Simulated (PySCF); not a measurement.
Calculation: ωB97X-D3(BJ)/def2-TZVP (PySCF). Isolated molecules, 0 K electronic values unless said otherwise. Delta-SCF ions had no search for a lower state. 

Reference species (SMILES): `[Cl][Al]([F])[F]` (neutral, multiplicity 1).

```yaml
vertical ionisation energy (Delta-SCF): 12.92 eV
HOMO: -12.50 eV
HOMO–LUMO gap: 13.08 eV
```

After one change: the vertical ionisation energy (Delta-SCF) drops by 0.86 eV; the HOMO increases by 0.63 eV; the HOMO–LUMO gap falls by 0.43 eV.

Problem. What was changed between the two runs? The new species is one of these.
A) `[F][Al]([Cl])[Cl]`
B) `[Cl][Al]([Cl])[Cl]`
C) `[F][Al]([F])[F]`

Solution. B, `[Cl][Al]([Cl])[Cl]`
